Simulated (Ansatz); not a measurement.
Cost and result for the atomization energy of `[Li][OH]` (3 atoms, 2 bonds).

The species carries charge 0 and has multiplicity 1. Correlated methods include outer-core shells of Li, which these sets cover unevenly. All single points use the PBE0-D4/def2-TZVP geometry. Program: Ansatz. All runs use 2 threads of an AMD EPYC 7R13 on a shared host. Times are those of one run each, without the atoms' runs, and a repeat can differ threefold. Electronic energies, without spin–orbit coupling; frozen cores. CCSD(T)/CBS adds CCSD(T) − MP2 in def2-TZVPP to the MP2 limit, and its time is that of the two runs behind it. T1 = 0.013. With those shells the extrapolation isn't a true limit. B3LYP takes the VWN-RPA correlation (the form of Gaussian; ORCA's B3LYP/G).

CCSD(T)/CBS is a level of theory with its own doubt, some kJ/mol a heavy atom from the limit and from the frozen cores, so smaller differences don't rank the functionals.

```json
{"level": "LDA (SPW92)/def2-TZVPP", "functions": "64", "wall time": "0.36 s"}
{"level": "CCSD(T)/def2-SVP", "functions": "28", "wall time": "0.4 s"}
{"level": "PBE0-D4/def2-TZVPP", "functions": "64", "wall time": "0.51 s"}
{"level": "revPBE-D4/def2-TZVPP", "functions": "64", "wall time": "0.56 s"}
{"level": "BLYP-D4/def2-TZVPP", "functions": "64", "wall time": "0.56 s"}
{"level": "PBE-QIDH/def2-TZVPP", "functions": "64", "wall time": "0.7 s"}
{"level": "B3LYP-D4/def2-TZVPP (with forces)", "functions": "64", "wall time": "0.71 s"}
{"level": "r2SCANh-D4/def2-TZVPP", "functions": "64", "wall time": "0.71 s"}
{"level": "CCSD(T)/def2-TZVPP", "functions": "64", "wall time": "0.75 s"}
{"level": "ωB97M-V/def2-TZVPP (with forces)", "functions": "64", "wall time": "1.4 s"}
{"level": "B97M-V/def2-TZVPP", "functions": "64", "wall time": "1.6 s"}
{"level": "CCSD(T)/def2-QZVPP", "functions": "122", "wall time": "3.2 s"}
{"level": "CCSD(T)/CBS(def2)", "functions": "–", "wall time": "3.9 s"}
```

Question: What atomization energy does each give, and how far from CCSD(T)/CBS? (An estimate is asked.)

Answer: Ansatz gave: 
| level | atomization (kJ/mol) | difference from CCSD(T)/CBS | per bond |
| --- | --- | --- | --- |
| LDA (SPW92)/def2-TZVPP | 1012.0 | 117.9 | 59.0 |
| CCSD(T)/def2-SVP | 790.6 | -103.5 | -51.8 |
| PBE0-D4/def2-TZVPP | 847.8 | -46.3 | -23.1 |
| revPBE-D4/def2-TZVPP | 856.3 | -37.8 | -18.9 |
| BLYP-D4/def2-TZVPP | 891.3 | -2.8 | -1.4 |
| PBE-QIDH/def2-TZVPP | 842.6 | -51.5 | -25.8 |
| B3LYP-D4/def2-TZVPP (with forces) | 875.8 | -18.3 | -9.1 |
| r2SCANh-D4/def2-TZVPP | 854.4 | -39.7 | -19.9 |
| CCSD(T)/def2-TZVPP | 846.5 | -47.6 | -23.8 |
| ωB97M-V/def2-TZVPP (with forces) | 884.8 | -9.3 | -4.7 |
| B97M-V/def2-TZVPP | 867.0 | -27.1 | -13.5 |
| CCSD(T)/def2-QZVPP | 875.0 | -19.1 | -9.5 |
| CCSD(T)/CBS(def2) | 894.1 | 0.0 | 0.0 |

From r2SCAN to r2SCAN0 (25 % exact exchange), in def2-TZVPP and without D4, the atomization energy moves by −29.2 kJ/mol: exact exchange takes away binding that semilocal exchange gives to molecules. At CCSD(T), def2-SVP lies −103.5 kJ/mol from the extrapolated value and def2-TZVPP −47.6 kJ/mol: correlation converges slowly with the basis, and small sets miss more of it in the bonded molecule than in its fragments. In def2-TZVPP, CCSD(T) changes the Hartree–Fock value by +306.4 kJ/mol (the triples alone add +15.5 kJ/mol) and MP2 by +333.9 kJ/mol; breaking electron pairs costs correlation energy, which Hartree–Fock lacks.
